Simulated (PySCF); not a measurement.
Compound: ethane, C₂H₆.
Numbering: `[CH3:1][CH3:2]` (hydrogens: H3, H4, H5 on C1; H6, H7, H8 on C2)

The closed-shell SCF was solved with PySCF and density fitting under several settings on one GFN2-xTB geometry (grid level 2 and gas phase unless stated).

```csv
settings,basis functions,SCF cycles,E (Eh),HOMO (eV),LUMO (eV),dipole (D)
PBE0/pcSseg-1,64,10,-79.7099,-9.64,1.75,0.00
CAM-B3LYP/def2-SVPD,88,10,-79.7170,-11.10,1.51,0.00
```

Task: Estimate the row for these settings: HSE06/pcSseg-1, IEF-PCM cyclohexane.

Result: 
| settings | basis functions | SCF cycles | E (Eh) | HOMO (eV) | LUMO (eV) | dipole (D) |
| --- | --- | --- | --- | --- | --- | --- |
| HSE06/pcSseg-1, IEF-PCM cyclohexane | 64 | 10 | -79.7168 | -9.18 | 1.42 | 0.00 |

Task: Over all rows, what range does the HOMO–LUMO gap span?

Result: From 10.60 eV (HSE06/pcSseg-1, IEF-PCM cyclohexane) to 12.61 eV (CAM-B3LYP/def2-SVPD). The functional of the narrowest has 25 % exact exchange at short range alone, that of the widest range-separated exact exchange.

Cycle counts include a coarse-grid stage where the run had one. Geometry: GFN2-xTB; no vibrations or thermal averaging.
